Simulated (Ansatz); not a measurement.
# C3H4FN: the cost of one run

Program: Ansatz 0.2.0, Gaussian basis. Level of theory: the settings change from run to run. These are calculated values, not measurements.

### 1 The molecule

The geometry comes from an earlier relaxation with PBE0-D4 in a triple-zeta def2 set; it is a stationary point, not always the lowest conformer.

9 atoms, charge 0, spin multiplicity 1.

Atoms are counted from 1 here; the program's logs count them from 0.

Bond lengths: C1–N2 1.268 Å, C1–H6 1.087 Å, C1–H7 1.092 Å, N2–C3 1.374 Å, C3–C4 1.326 Å, C3–F5 1.349 Å, C4–H8 1.079 Å, C4–H9 1.080 Å. Angles: N2–C1–H6 118.1°, N2–C1–H7 123.7°, H6–C1–H7 118.1°, C1–N2–C3 119.9°, N2–C3–C4 123.5°, N2–C3–F5 116.9°, C4–C3–F5 119.6°, C3–C4–H8 118.7°, C3–C4–H9 121.0°, H8–C4–H9 120.3°.

### 2 SVWN5/ANO-RCC-VTZP

Options: charge +1, multiplicity 2, high accuracy, the search for lower states set to off.

Contents of in.yaml:

```yaml
crystal:
  periodic: [false, false, false]
  atoms:
    - {symbol: C, position_ang: [0.338804, 1.592832, -0.708263]}
    - {symbol: N, position_ang: [-0.147336, 0.831927, 0.182438]}
    - {symbol: C, position_ang: [-0.005039, -0.529976, 0.073176]}
    - {symbol: C, position_ang: [-0.484292, -1.389788, 0.962108]}
    - {symbol: F, position_ang: [0.661859, -0.989222, -1.005439]}
    - {symbol: H, position_ang: [0.208861, 2.666201, -0.592225]}
    - {symbol: H, position_ang: [0.880199, 1.231556, -1.584625]}
    - {symbol: H, position_ang: [-1.015495, -1.005697, 1.819497]}
    - {symbol: H, position_ang: [-0.349060, -2.454232, 0.836334]}
basis:
  gaussian: {orbitals: ANO-RCC-VTZP}
total_charge: 1
magnetization: {spin_polarized: true, initial_magnetization: 1}
hamiltonian: {xc: {name: SVWN5}}
accuracy: high
scf: {lower_state_search: off}
output: {forces: true}
```

The run is started by

```bash
$ ansatz run in.yaml --threads 2 --pin off --events-out ev --progress --plain --max-ram 4352MiB
```

**Question.** How long does this run take on 2 threads of Intel Xeon Platinum 8259CL at 2.50GHz, shared host, and how much memory does it need?

About 5 min, with a peak of 1.1 GiB.
